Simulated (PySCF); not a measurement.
Compound: CH₂F (doublet state).
Geometry (PBE0-D3(BJ)/def2-SVP, Å), atoms numbered from 1 in this order:
```
atom  x, y, z in Å
C1    -0.0759    0.0071    0.1095
F2     1.2373   -0.0374   -0.0596
H3    -0.6003   -0.9414   -0.0317
H4    -0.5406    0.9813   -0.0639
```

Theory: PBE0-D3(BJ)/def2-SVP geometry optimisation, gas phase (PySCF).

Take the most abundant isotopes and a rigid rotor. 

Q: Give the principal moments of inertia and the rotational constants in MHz.

A: Ia = 1.94, Ib = 16.11, Ic = 17.90 u·Å²; 505379 MHz·u·Å²/I gives A = 260722, B = 31366, C = 28227 MHz.

Q: What kind of rotor is it?

A: A near-prolate asymmetric top: κ = (2 × 31366 − 260722 − 28227)/(260722 − 28227) = -0.97.

Q: Is it planar, by Δ = Ic − Ia − Ib?

A: Not planar: Δ = Ic − Ia − Ib = -0.15 u·Å². For a rigid frame Δ = −2 Σ m c², so Σ m c² = 0.07 u·Å² lies off the ab plane: 0.06 from hydrogen and 0.02 from heavier atoms. The atom farthest from that plane is 0.17 Å away.

Q: Which lines would a microwave search look for?

A: The dipole components are |μa| = 1.23 D, |μb| = 0.00 D, |μc| = 0.34 D. Intensities carry the squares of the components, which stand as 1.00 : 0.00 : 0.08 (a : b : c). Some lines, for components of 0.1 D or more:

```
type  branch         J(Ka,Kc)     MHz  lower level (cm⁻¹)
   a       Q  1(1,0) ← 1(1,1)    3139               9.638
   a       Q  2(1,1) ← 2(1,2)    9418              13.509
   a       R  1(0,1) ← 0(0,0)   59593               0.000
   a       R  2(1,2) ← 1(1,1)  116046               9.638
   a       R  2(0,2) ← 1(0,1)  119153               1.988
   a       R  2(1,1) ← 1(1,0)  122324               9.743
   c       Q  2(1,2) ← 2(0,2)  226249               5.962
   c       Q  1(1,1) ← 1(0,1)  229356               1.988
   c       R  1(1,0) ← 0(0,0)  292088               0.000
   c       R  2(1,1) ← 1(0,1)  354819               1.988
   c       Q  2(2,1) ← 2(1,1)  688067              13.823
   c       R  2(2,0) ← 1(1,0)  810424               9.743
   c       R  2(2,1) ← 1(1,1)  813531               9.638
```

For this open shell read J as N, the rotation without spin; fine and hyperfine splittings come on top. No PBE0-D3(BJ)/def2-SVP frequencies stand behind this structure, so it isn't proved a minimum. ⟨S²⟩ = 0.754 (exact for a doublet: 0.75). Constants of a rigid frame at the computed geometry: no zero-point averaging, no centrifugal distortion.
